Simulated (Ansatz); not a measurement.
```yaml
crystal:
  periodic: [false, false, false]
  atoms:
    - {symbol: O, position_ang: [0.000000, 0.000000, -1.568413]}
    - {symbol: Ge, position_ang: [0.000000, 0.000000, 0.000000]}
    - {symbol: O, position_ang: [0.000000, 0.000000, 1.568413]}
basis:
  gaussian: {orbitals: def2-TZVP}
hamiltonian: {xc: pbe0}
relax: {f_tol: 0.004, max_steps: 80}
```

```sh
$ ansatz run in.yaml --threads 1 --pin off --events-out ev --progress --plain --max-ram 2176MiB
```

Steps of the relaxation (energy above the last step; positions in Å, forces in eV/Å):

```
3
step 1, 109.9 meV
O     0.000    0.000   -1.568    0.000    0.000   -2.555
Ge    0.000    0.000    0.000    0.000    0.000    0.000
O     0.000    0.000    1.568    0.000    0.000    2.555
```

```
3
step 2, 16.9 meV
O     0.000    0.000   -1.595    0.000    0.000   -0.951
Ge    0.000    0.000    0.000    0.000    0.000    0.000
O     0.000    0.000    1.595    0.000    0.000    0.951
```

```
3
step 3, 0.1 meV
O     0.000    0.000   -1.612    0.000    0.000   -0.074
Ge    0.000    0.000    0.000    0.000    0.000    0.000
O     0.000    0.000    1.612    0.000    0.000    0.074
```

```
3
step 4, 0.0 meV
O     0.000    0.000   -1.613    0.000    0.000    0.001
Ge    0.000    0.000    0.000    0.000    0.000    0.000
O     0.000    0.000    1.613    0.000    0.000   -0.001
```

Close pairs at the end: Ge2–O3 1.613 Å, O1–Ge2 1.613 Å.

A stationary point of restricted PBE0 after 4 steps (its stability towards spin polarisation wasn't tested); no frequencies were run, so it isn't proven a minimum. 12 s on 1 thread of Arm Neoverse V1, shared host.
